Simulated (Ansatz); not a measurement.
A made-up structure of CH$_{5}$AlN, doublet:

N1  (-0.989, 0.880, -0.569)
C2  (0.163, 0.570, 0.074)
Al3  (0.826, -1.173, 0.487)
H4  (-1.610, 0.160, -0.892)
H5  (-1.269, 1.828, -0.749)
H6  (1.299, -2.385, -0.297)
H7  (2.208, -1.303, 1.253)
H8  (-0.052, -2.424, 0.037)
(Å)

It is relaxed with PBE-D4/def2-SVP and then PBE0-D4/def2-TZVP (Ansatz 0.2.0). Atoms count as bonded within 1.22 times the sum of their covalent radii (H–H: 0.88 Å). The end point is not checked to be a true minimum.

Q: Does its bonding change? (Judge from chemistry; the calculation decides.)

A: By the calculation: No: no bond forms or breaks.

Where it ends: The first stage lowers the energy by 2.25 eV in 12 steps. It ends as CH₅AlN ([NH2][C][AlH3]):
N1  (-0.926, 0.768, -0.538)
C2  (0.237, 0.295, -0.337)
Al3  (1.000, -1.520, 0.301)
H4  (-1.759, 0.199, -0.376)
H5  (-1.089, 1.718, -0.864)
H6  (1.844, -2.021, -0.961)
H7  (1.762, -1.141, 1.654)
H8  (-0.492, -2.144, 0.465)
(Å)

Labels in which every atom is bracketed show which atoms are joined, not bond orders.

For scale, one of the runs: PBE0-D4/def2-TZVP relaxation, 129 basis functions, launched by `ansatz run in.yaml --threads 2 --pin off --events-out ev --progress --plain --max-ram 4352MiB`. Hardware: 2 CPU threads of an Intel Xeon 6975P-C, shared host. Wall time about 29 s.
